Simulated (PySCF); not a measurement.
# A diatomic session: BN

What are the lowest state that PBE0 finds, the bond length, vibrational wavenumber and bond energy of BN, and how much do these hang on the method?

Program: PySCF 2.14.0. Level of theory: B def2-TZVPP, N def2-TZVPP, no relativity. These are calculated values, not measurements.

### 1 Set-up

Settings of the job:

```
atoms                         : B, N
charge                        : 0
basis                         : B def2-TZVPP, N def2-TZVPP
Hamiltonian                   : no relativity
basis functions               : 62
electrons treated             : 12
masses in u                   : 11.0093, 14.0031
levels                        : PBE0, PBE, r²SCAN, M06, MN15, B3LYP, BHandHLYP, ωB97M-V, HF, MP2, SCS-MP2, CCSD, CCSD(T)
grid                          : 80 radial by 434 angular points
occupations                   : held fixed by the projection of orbital angular momentum
dissociation limit            : B + N, each in its ground configuration
starting distance in angstrom : 1.470
values of 2S to try           : 0, 2, 4
```

Launch:

```console
$ OMP_NUM_THREADS=1 python dia.py task.json out
```

Further steps of the session: The PBE0 curve of the state that the search chose; Higher solutions at PBE0; PBE; r²SCAN (meta-GGA); M06 (hybrid meta-GGA); MN15; B3LYP; BHandHLYP (global hybrid GGA); ωB97M-V (range-separated hybrid); UHF; Adding correlation.

Before running it: what results should come out? Wanted: for each run, Re; ωe; De; μ.

The runs gave:

Lowest PBE0 solution found, without spin–orbit coupling: ³Π (triplet), unpaired electrons σ ↑, π ↑. State 2 has its PBE0 minimum 0.16 eV higher, as a spin-mixed determinant (⟨S²⟩ = 1.02), so this is no gap between pure states. State 3 has its PBE0 minimum 0.98 eV higher. State 4 has its PBE0 minimum 1.34 eV higher. The other levels ran on the lowest alone.

```csv
level,Re (Å),ωe (cm⁻¹),De (eV),μ (D)
UHF,1.288,1760,2.29,-2.71
UHF-CCSD,1.322,1575,3.97,n/a
UHF-CCSD(T),1.333,1528,4.21,n/a
PBE,1.333,1512,5.30,-1.84
r²SCAN,1.321,1569,4.89,-2.11
B3LYP,1.318,1565,4.82,-2.09
PBE0,1.315,1595,4.81,-2.14
M06,1.315,1594,4.66,-2.08
MN15,1.312,1628,4.90,-2.30
BHandHLYP,1.301,1656,4.25,-2.40
ωB97M-V,1.314,1603,4.67,-2.16
```

De is counted to B + N in their ground configurations. A positive dipole means B(−)N(+). No constants: UHF-MP2 (the points don't follow one smooth fit); UHF-SCS-MP2 (the points don't follow one smooth fit).

In words: The methods spread over 0.044 Å in bond length, from UHF to PBE. Of the levels with a De here, UHF gives the least (2.29 eV) and PBE the most (5.30 eV).

Correlated steps freeze 2 core orbitals. T1 is 0.042 near the minimum (highest on the curve 0.126), which may point to more than one leading configuration.
